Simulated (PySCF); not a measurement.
Species: C3H3 (doublet state).
Geometry (PBE0-D3(BJ)/def2-SVP, Å), atoms numbered from 1 in this order:
```
atom  x, y, z in Å
C1    -0.4756   -0.7458    0.2860
C2    -0.3404    0.6861    0.0501
C3     0.7668   -0.0239    0.0428
H4    -0.9725   -1.5145   -0.3263
H5    -0.8218    1.6575   -0.0390
H6     1.8497   -0.0554   -0.0567
```

As a line formula: `[CH]1C=C1` [radical].

Method: UKS B3LYP, IGLO-III on C, pcH-1 on H, non-relativistic, mean-field spin-orbit, GIAO in PySCF 2.14.0. Geometry: PBE0-D3(BJ)/def2-SVP; no solvent, vibrations or thermal averaging. No stability test was run, so a lower SCF solution isn't excluded.

**Question.** Give the principal g shifts and their parts.

**Answer.** 
```json
{"Δg (ppm)": "relativistic mass correction", "1": "-147", "2": "-147", "3": "-147"}
{"Δg (ppm)": "gauge correction", "1": "9", "2": "30", "3": "-3"}
{"Δg (ppm)": "orbital Zeeman/spin–orbit", "1": "-33", "2": "302", "3": "955"}
{"Δg (ppm)": "total", "1": "-171", "2": "185", "3": "805"}
```

So g = 2.00215, 2.00250, 2.00312 and g_iso = 2.00259; the tensor is rhombic: the two nearest values differ by 36 % of g3 − g1. Axes: g2 points within 2° of the C1–H4 bond.

**Question.** How much does each term add to the isotropic shift?

**Answer.** The orbital-Zeeman/spin–orbit term 408, the mass correction -147 and the gauge correction 12 ppm, for a total of 273 ppm. The orbital-Zeeman/spin–orbit term is the largest in size. The mass correction is the same along every axis, so the anisotropy comes from the other two: their spans along these axes are 33 (gauge) and 988 ppm (orbital Zeeman/spin–orbit).

**Question.** What are the electron Larmor frequencies g μB B/h along the three axes at 350 mT?

**Answer.** 9.8079, 9.8096, 9.8127 GHz for g1, g2 and g3, a range of 4.8 MHz.

**Question.** In a frozen sample, at which fields do the three g values resonate at 9.5, 34, 94 and 263 GHz (hyperfine left aside), and which band first spreads them over more than twice a line width of 0.3 mT?

**Answer.** 
```tsv
band	GHz	B(g3) mT	B(g2) mT	B(g1) mT	spread mT
X	9.5	338.85	338.95	339.01	0.17
Q	34.0	1212.72	1213.09	1213.31	0.59
W	94.0	3352.81	3353.84	3354.44	1.63
J	263.0	9380.72	9383.63	9385.29	4.57
```

The spread grows in proportion to the frequency. W band is the first where it exceeds 0.6 mT.

The Mulliken spin populations are largest on C1 (+0.80), C2 (+0.09) and C3 (+0.09). No atom but C1 exceeds +0.15. The angles at C1 add up to 312.9°, so it is pyramidal.

The HOMO–LUMO gaps are 3.77 eV among the α and 7.59 eV among the β orbitals.
